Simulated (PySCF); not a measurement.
**Structure elucidation problem**

Molecular formula: C5H9N. Simulated spectra:

1H NMR (400 MHz, computed): δ 5.72 (d, 1H), 4.58 (m, 1H), 3.06 (m, 2H), 2.78 (m, 2H), 2.56 (s, 3H).

13C{1H} NMR (computed): δ 147.0 (CH), 102.6 (CH), 55.5 (CH2), 40.3 (CH3), 34.6 (CH2).

- σ from GIAO-PBE0/pcSseg-1
- GFN2-xTB geometry
- run in PySCF
- non-relativistic Hamiltonian, one conformer, one averaged value for each set of equivalent atoms, isolated molecule

Shifts are taken against calculated references (same method and geometry level): 1H (31.72 ppm) and 13C (186.93 ppm) vs TMS.

What is the structure?

Answers


Rings plus π bonds: 2 (1 ring in the answer). 5 carbon signals for 5 carbons: no two carbons are equivalent. Carbon types of the structure: 2 × CH, 2 × CH2, 1 × CH3, which accounts for all hydrogens. δC 147.0: alkene carbon bearing nitrogen; an sp2 carbon further deshielded by the attached heteroatom. δC 102.6: β carbon of an enol-ether or enamine type C=C; the O or N lone pair pushes π density onto this β carbon and shields it. δC 40.3: methyl carbon bonded to N; deshielded by the electronegative neighbour. δC 34.6: allylic sp3 CH2; saturated and bonded to C and H only. δH 5.72: hydrogen on an alkene carbon bearing nitrogen; olefinic region. δH 4.58: hydrogen on a β carbon of an enol-ether or enamine type C=C; lone-pair donation from O or N shields it, upfield of ordinary alkene protons. δH 2.56: hydrogen on a methyl carbon bonded to N; its carbon carries N, which withdraws density.

These data were computed for SMILES CN1C=CCC1.

The shifts were computed for this structure.

Shifts are as computed. Against solution values, carbons near 30 ppm lie about +3 ppm off and those near 130 ppm about +5 ppm. Of 1211 compounds with measured shifts, 218 miss one by over three times the rms of a fit or turn the order of signals round; such compounds aren't used in these exercises. No couplings were computed; multiplicities are counted from neighbouring protons, with m where these are inequivalent, close in shift, in a saturated or five-membered ring or joined by F or P, and br s for small geminal =CH2 splittings.
